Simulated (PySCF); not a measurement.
**Telling isomers of C$_{4}$H$_{6}$O$_{2}$ apart by NMR**

Calculated, not measured (PySCF 2.14): shielding tensors at PBE0/pcSseg-1 (GIAO), coordinates at the GFN2-xTB level, J: B3LYP/pcJ-1 (spin–dipole term left out of most H,H and C,H couplings). One computed conformer, no relativistic terms, averaged over atoms made equivalent by symmetry, fast rotation or ring inversion, in vacuum.

References, each an isolated molecule treated in the same way: TMS for ¹H (σref 31.72), ¹³C (σref 186.93). Multiplet labels drop J under 1 Hz and among equivalent protons, and merge close values. Unscaled 3J(H,H) run several per cent high. Where no couplings were computed, multiplicities follow the n + 1 count of equivalent neighbours, and m marks all less simple cases (inequivalent or close neighbours, rings, F or P nearby). Shifts are as computed. Against solution values, carbons near 30 ppm lie about +3 ppm off and those near 130 ppm about +5 ppm. Of 1211 compounds with measured shifts, 218 miss one by over three times the rms of a fit or turn the order of signals round; such compounds aren't used in these exercises.

(1) Tabulate the signals of `C[C@@H]1OCC1=O`, `C=COC(C)=O`, `CCC(=O)C=O` and their relative energies.

(2) What is the quickest way to tell C[C@@H]1OCC1=O from C=COC(C)=O?

(3) What is the quickest way to tell C=COC(C)=O from CCC(=O)C=O?

(4) What is the quickest way to tell C[C@@H]1OCC1=O from CCC(=O)C=O?

## Answers

(1) 
| SMILES | carbon types | δC | δH | E rel. (kcal/mol) |
| --- | --- | --- | --- | --- |
| C[C@@H]1OCC1=O | 1×C 1×CH 1×CH2 1×CH3 | 214.4, 102.9, 91.2, 19.5 | 5.54 (m, 1H), 5.46 (m, 1H), 5.44 (m, 1H), 1.46 (d, 3H) | 19.3 |
| C=COC(C)=O | 1×C 1×CH 1×CH2 1×CH3 | 172.4, 149.3, 101.1, 23.2 | 7.88 (dd, 1H), 5.08 (dd, 1H), 4.83 (dd, 1H), 2.14 (s, 3H) | 0.0 |
| CCC(=O)C=O | 1×C 1×CH 1×CH2 1×CH3 | 205.8, 197.3, 34.2, 8.1 | 9.31 (s, 1H), 2.79 (q, 2H), 1.15 (t, 3H) | 5.1 |

Energies are electronic energies at PBE0/pcSseg-1 on these geometries, without zero-point or thermal terms, each for the one conformer computed, which needn't be the lowest.

(2) Both give the same number of carbon signals, with the same numbers of each carbon type, so the positions decide. The first has an sp3 CH bonded to O, α to a carbonyl at 102.9 ppm, the second an alkene carbon bearing oxygen (CH) at 149.3 ppm. Their most deshielded carbons lie at 214.4 and 172.4 ppm. In the proton spectra the most deshielded non-exchanging signals are 5.54 (m, 1H) and 7.88 (dd, J = 15.1, 7.9 Hz, 1H).

(3) Both give the same number of carbon signals, with the same numbers of each carbon type, so the positions decide. The first has a β carbon of an enol-ether or enamine type C=C (CH2) at 101.1 ppm, the second an sp3 CH2 α to a carbonyl at 34.2 ppm. Their most deshielded carbons lie at 172.4 and 205.8 ppm. In the proton spectra the most deshielded non-exchanging signals are 7.88 (dd, J = 15.1, 7.9 Hz, 1H) and 9.31 (s, 1H).

(4) Both give the same number of carbon signals, with the same numbers of each carbon type, so the positions decide. The first has an sp3 CH bonded to O, α to a carbonyl at 102.9 ppm, the second an aldehyde carbonyl carbon (CH) at 197.3 ppm. Their most deshielded carbons lie at 214.4 and 205.8 ppm. In the proton spectra the most deshielded non-exchanging signals are 5.54 (m, 1H) and 9.31 (s, 1H).
